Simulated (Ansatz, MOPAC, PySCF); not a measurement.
Species: fluoroethene, C2H3F, charge 0, multiplicity 1. SMILES: C=CF
Geometry: optimised at B3LYP-D3(BJ)/def2-TZVP (Ansatz, a quantum-chemistry and plane-wave program).

Unscaled harmonic wavenumbers (cm⁻¹) in rising order, each level at the stationary point that it reaches from this structure (no distance between atoms moves by over 0.3 Å); the order of modes can differ between levels, and a negative number is imaginary. B3LYP-D3(BJ)/def2-TZVP (PySCF, at the structure above): 489, 730, 894, 940, 964, 1168, 1337, 1417, 1712, 3168, 3201, 3262.

AM1 (MOPAC): 518, 656, 923, 1019, 1034, 1319, 1347, 1445, 1848, 3151, 3196, 3226. Zero-point energy 28.1 against 27.6 kcal/mol; where all levels lie over 400 cm⁻¹, the wavenumbers are on average 1.030 times those of B3LYP-D3(BJ)/def2-TZVP.

PM3 (MOPAC): 514, 665, 896, 961, 1011, 1103, 1287, 1435, 1872, 3034, 3151, 3157. Zero-point energy 27.3 against 27.6 kcal/mol; where all levels lie over 400 cm⁻¹, the wavenumbers are on average 0.996 times those of B3LYP-D3(BJ)/def2-TZVP.

HF/3-21G (Ansatz): 517, 803, 1035, 1097, 1138, 1278, 1482, 1591, 1886, 3358, 3421, 3449. Zero-point energy 30.1 against 27.6 kcal/mol; where all levels lie over 400 cm⁻¹, the wavenumbers are on average 1.106 times those of B3LYP-D3(BJ)/def2-TZVP.

HF/6-31G* (Ansatz): 524, 800, 1026, 1033, 1094, 1286, 1457, 1560, 1893, 3362, 3426, 3455. Zero-point energy 29.9 against 27.6 kcal/mol; where all levels lie over 400 cm⁻¹, the wavenumbers are on average 1.095 times those of B3LYP-D3(BJ)/def2-TZVP.
